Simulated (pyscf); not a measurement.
Thermochemistry of product channels of BH [singlet] + silane (SiH₄) on the singlet surface, in kcal/mol, from ωB97M-D3(BJ)/def2-TZVP energies (ideal gas, 1 atm, RRHO with modes under 100 cm⁻¹ raised to 100, one conformer, R ln 2 for rigid chiral ones). Optimised with ωB97X-D3(BJ)/def2-SVP in PySCF.

```csv
products,ΔE,ΔH(298 K),ΔG(298 K),ΔG(1200 K)
B–SiH₃ [singlet] + hydrogen (H₂),+13.3,+12.3,+12.3,+10.1
borane (BH₃) + silylene (SiH₂) [singlet],-28.8,-27.9,-29.3,-32.8
```

These are energies of the channels, which say nothing of barriers. B–SiH₃ [singlet] lies 28.1 kcal/mol over its isomer H₂B–SiH: [triplet], and others may lie lower still (electronic energy, ωB97M-D3(BJ)). A restricted singlet here is unstable towards spin polarisation, as is usual where a triplet lies low; its energy is less safe.
